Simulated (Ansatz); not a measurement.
Wurtzite MgTe was calculated with revPBE (PAW; Ansatz, a program for electronic structure).

Run with plane-wave cutoff 520 eV, 12×12×6 k mesh (along the axes of the cell as run), Fermi–Dirac smearing 0.01 eV, scalar-relativistic PAW data made under PBE.

Shape and atoms are relaxed at each volume.

The direct gap at Γ against volume; x = 100 ln(V/35.404 Å³). One gap is withheld.

```
V (Å³/atom)      x  gap (eV)
-----------  -----  --------
33.988       -4.08     2.580
34.696       -2.02     2.489
35.404        0.00     2.400
36.112        1.98     2.315
36.820        3.92         ?
```

Q: Fit a straight line to the rows shown, give the volume deformation potential and predict the withheld gap.

A: Means of the 4 rows: x̄ = -1.030, ȳ = 2.4460 eV. Σ(x − x̄)(y − ȳ) = -0.8930 and Σ(x − x̄)² = 20.404, so the slope is -0.0438 eV per unit of x, and dE_g/d ln V = -4.4 eV. At x = 3.92: 2.4460 + (-0.0438) × (3.92 − (-1.030)) = 2.229 eV. The run gives 2.232 eV, 0.003 eV above the line.

Spin–orbit coupling is not included; with these elements it can move the gap by several tenths of an eV or more.

Note: the bulk modulus comes from volumes at which shape and atoms were relaxed.
